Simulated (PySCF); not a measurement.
C3H7, SMILES C[CH]C (connectivity only; charge and spin as stated), charge +1, multiplicity 1.

Geometry optimised at PBE-D3(BJ)/def2-TZVP. The multiplicity is an assumed one; other spin states were not compared. The isomer is the one that the SMILES or the coordinates give; other isomers of the formula were not compared.

Two levels are set side by side: TDDFT-PBE/def2-SVPD (PySCF) and TDDFT-ωB97X/def2-SVPD (PySCF). Vertical, same geometry. The lowest singlet is HOMO→LUMO 98 % with PBE and HOMO→LUMO 88 % with the other functional; states are paired by order. Differences are taken from unrounded values.

| quantity | TDDFT-ωB97X |
|---|---|
| lowest singlet excitation (eV) | 5.72 |
| lowest triplet excitation (TDA) (eV) | 5.23 |
| first bright state (f over 0.05) (eV) | 7.34 |
| its oscillator strength | 0.38 |

What does TDDFT-PBE give, and how far is it from TDDFT-ωB97X? (The exact figures need the calculation; the answer reports its results.)


```tsv
quantity	TDDFT-PBE	TDDFT-PBE minus TDDFT-ωB97X
lowest singlet excitation (eV)	5.01	-0.70
lowest triplet excitation (TDA) (eV)	4.56	-0.66
first bright state (f over 0.05) (eV)	6.66	-0.68
its oscillator strength	0.36	-0.03
```

Functionals without exact exchange tend to place singlet excitations lower, as here. Differences between two approximate levels are no errors against the true value.

Rough cost on one machine, each run with all the roots and properties that it gave: TDDFT-ωB97X against TDDFT-PBE about 6 times.
